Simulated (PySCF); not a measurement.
Species: 1,2-difluoroethane, C2H4F2.
Atom-mapped SMILES: `[F:1][CH2:2][CH2:3][F:4]` (hydrogens: H5, H6 on C2; H7, H8 on C3)

Geometry (PBE0-D3(BJ)/def2-SVP, Å), atoms numbered from 1 in this order:
```
atom  x, y, z in Å
F1     1.391    0.538    0.922
C2     0.739   -0.051   -0.127
C3    -0.746   -0.029    0.086
F4    -1.235    1.245   -0.007
H5     1.078   -1.097   -0.222
H6     0.993    0.489   -1.055
H7    -0.988   -0.432    1.084
H8    -1.233   -0.661   -0.678
```

The calculation used core-valence-separated Tamm–Dancoff BHandHLYP/aug-pcX-1 (pcseg-1 on H) in PySCF, non-relativistic, gas phase, PBE0-D3(BJ)/def2-SVP geometry. No empirical shift is added; at this level the pattern usually sits a few eV under experiment.

The lowest roots of each edge with f over 0.003 (five at most, numbered afresh; weaker and dark ones are left out), with transition dipoles (au) in the frame of the coordinates:

| root | edge | E (eV) | μx | μy | μz |
| --- | --- | --- | --- | --- | --- |
| 1 | C | 287.11 | 0.0235 | -0.0159 | 0.0597 |
| 2 | C | 287.12 | 0.0051 | 0.0976 | 0.0405 |
| 3 | C | 287.90 | -0.0659 | 0.0173 | -0.0222 |
| 4 | C | 288.31 | 0.0037 | 0.0422 | 0.0212 |
| 5 | C | 288.32 | -0.0093 | -0.0383 | 0.0769 |
| 6 | F | 685.46 | 0.0191 | 0.0157 | 0.0332 |
| 7 | F | 685.46 | 0.0124 | -0.0402 | 0.0021 |
| 8 | F | 686.68 | 0.0063 | 0.0075 | 0.0162 |
| 9 | F | 686.68 | 0.0048 | -0.0174 | 0.0049 |
| 10 | F | 687.65 | -0.0135 | -0.0047 | -0.0163 |

Problem. What are the oscillator strengths?

Solution. f = (2/3) ΔE |μ|², with ΔE in hartree (27.2114 eV):

```
root  ΔE (Eh)  |μ|² (au)      f  core hole on
   1  10.5511   0.004363  0.031         C2/C3
   2  10.5516   0.011197  0.079         C2/C3
   3  10.5803   0.005134  0.036         C2/C3
   4  10.5953   0.002240  0.016         C2/C3
   5  10.5956   0.007460  0.053         C2/C3
   6  25.1900   0.001711  0.029         F1/F4
   7  25.1902   0.001776  0.030         F1/F4
   8  25.2351   0.000358  0.006         F1/F4
   9  25.2352   0.000352  0.006         F1/F4
  10  25.2707   0.000470  0.008         F1/F4
```

Problem. Molecules are fixed in this frame and the field points along (1, 0, −1)/√2. What effective strengths 3 f cos²θ do the roots have (θ between field and μ)?

Solution. root 1 (C2/C3): 0.014, root 2 (C2/C3): 0.013, root 3 (C2/C3): 0.020, root 4 (C2/C3): 0.003, root 5 (C2/C3): 0.079, root 6 (F1/F4): 0.005, root 7 (F1/F4): 0.003, root 8 (F1/F4): 0.002, root 9 (F1/F4): 0.000, root 10 (F1/F4): 0.000. Root 5 is the strongest. Averaged over all orientations cos²θ is 1/3, which gives f back. For degenerate partners only the sum has meaning, as the program may mix them freely.

One conformer stands for the species.
